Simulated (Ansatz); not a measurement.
in.yaml

```yaml
crystal:
  periodic: [false, false, false]
  atoms:
    - {symbol: B, position_ang: [0.000000, -0.146708, 0.028814]}
    - {symbol: H, position_ang: [0.000000, 0.935293, -1.306939]}
    - {symbol: H, position_ang: [0.000000, 0.638274, 0.997890]}
basis:
  gaussian: {orbitals: "6-31++G**"}
total_charge: -1
magnetization: {spin_polarized: false}
hamiltonian: {xc: {name: PBE}}
correlation: {method: ccsdt_q_b, electrons: outside_noble_gas}
accuracy: high
```

```sh
$ ansatz run in.yaml --threads 1 --pin off --events-out ev --progress --plain --max-ram 2393MiB
```

Output:

```
579 factors; integrals over basis functions are off by at most 2.5e-9 eV
mean field evaluation 1: about -703.3066 eV, gradient 7.7e0 eV
mean field evaluation 2: about -703.3035 eV, gradient 7.7e0 eV
mean field evaluation 4: about -703.5033 eV, gradient 3.2e0 eV
mean field evaluation 8: about -703.5582 eV, gradient 3.1e-2 eV
mean field evaluation 16: about -703.5582 eV, gradient 1.5e-6 eV
mean field -703.55821163 eV, -25.8552873886 hartree, gradient 9.8e-8 eV, S^2 0.000000; 1 other end points of the search recorded, 0 dependent functions left out; unrestricted orbitals would lower it
mean field evaluation 32: about -698.9724 eV, gradient 5.2e-1 eV
1 core orbitals not correlated: weight in the atoms' cores, before any rotation towards them, 1.000 or more for the frozen orbitals, at most 0.000 for the correlated occupied ones
reference -698.53943636 eV, -25.6708507994 hartree; 3, 3 occupied and 27, 27 virtual orbitals, 579 factors
second order -2.68937950 eV of doubles, -0.15562122 eV of singles
cycle   1  -3.16476478 eV  change   -3.3e-1 eV  update   7.2e-2
cycle   2  -3.42259478 eV  change   -2.6e-1 eV  update   3.5e-2
cycle   3  -3.51605898 eV  change   -9.3e-2 eV  update   1.8e-2
cycle   4  -3.51612119 eV  change   -6.2e-5 eV  update   8.1e-3
...
cycle  19  -3.52222938 eV  change   -6.1e-8 eV  update   1.2e-7
cycle  20  -3.52222932 eV  change    5.1e-8 eV  update   6.9e-8
cycle  21  -3.52222929 eV  change    3.0e-8 eV  update   3.8e-8
cycle  22  -3.52222927 eV  change    2.4e-8 eV  update   3.8e-8
cycle  23  -3.52222923 eV  change    3.7e-8 eV  update   2.9e-8
cycle  24  -3.52222920 eV  change    2.9e-8 eV  update   1.3e-8
cycle  25  -3.52222919 eV  change    1.1e-8 eV  update   5.7e-9
cycle  26  -3.52222919 eV  change    2.3e-9 eV  update   2.5e-9
cycle  27  -3.52222919 eV  change  -4.3e-11 eV  update   1.2e-9
cycle  28  -3.52222919 eV  change  -5.1e-11 eV  update  5.8e-10
perturbative correction -0.00410881 eV, -0.0001509961 hartree
Total energy: -702.06577437 eV, -25.8004413308 hartree
```

Ran on 1 thread of Arm Neoverse V1, shared host: 2.6 s wall, 0.2 GiB peak host memory.
